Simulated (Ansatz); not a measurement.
Total energies of CH$_{7}$N$_{3}$, SMILES `NC(N)N`.

Cartesian coordinates in Å:
```
N 0.561 1.261 0.150
C 0.209 -0.038 -0.390
N 0.686 -1.121 0.446
N -1.211 -0.146 -0.662
H 0.060 1.423 1.018
H 1.552 1.284 0.365
H 0.724 -0.130 -1.353
H 0.386 -2.009 0.058
H 0.283 -1.046 1.375
H -1.515 0.649 -1.214
H -1.734 -0.126 0.207
```

The species carries charge 0 and has multiplicity 1. The geometry is a stationary point of PBE0-D4/def2-TZVP. It is one conformer, not always the lowest. Basis def2-TZVPP, the Gaussian-basis code of Ansatz.

RPA on PBE orbitals: Hartree–Fock energy of these orbitals -205.33024 Eh, correlation -1.31399 Eh (frozen core).

```csv
functional,kind,energy without D4 (Eh),D4 term (kJ/mol)
LDA (SPW92),LDA,-204.92559,–
PBE,GGA,-206.40349,-15.9
revPBE,GGA,-206.59331,-60.8
BLYP,GGA,-206.57644,-36.8
r2SCAN,meta-GGA,-206.53911,-3.9
r2SCANh,"meta-GGA hybrid, 10 %",-206.52883,-4.0
r2SCAN0,"meta-GGA hybrid, 25 %",-206.51427,-4.4
HSE06 (plane-wave form),screened hybrid,-206.40865,-12.0
BHLYP,"global hybrid, 50 %",-206.53152,-16.5
CAM-B3LYP,range-separated hybrid,-206.56402,-12.8
LC-ωPBE,long-range corrected hybrid,-206.53970,–
ωB97M-V,range-separated hybrid meta-GGA with VV10,-206.56926,–
B2PLYP,double hybrid,-206.48833,–
PBE-QIDH,double hybrid,-206.39236,–
```

Give the same for B97M-V, PBE0, B3LYP, ωB97X-V. (An estimate is asked.)

Computed: 
| functional | kind | energy without D4 (Eh) | D4 term (kJ/mol) |
| --- | --- | --- | --- |
| B97M-V | meta-GGA with VV10 | -206.62735 | – |
| PBE0 | global hybrid, 25 % exact exchange | -206.41969 | -13.1 |
| B3LYP | global hybrid, 20 % | -206.66356 | -25.4 |
| ωB97X-V | range-separated hybrid GGA with VV10 | -206.59402 | – |

B3LYP takes the VWN-RPA correlation (the form of Gaussian; ORCA's B3LYP/G). HSE06 is the plane-wave form, built on full-range PBE exchange. The double hybrids freeze the cores in their second-order part.

LC-ωPBE has ω = 0.4 bohr⁻¹.
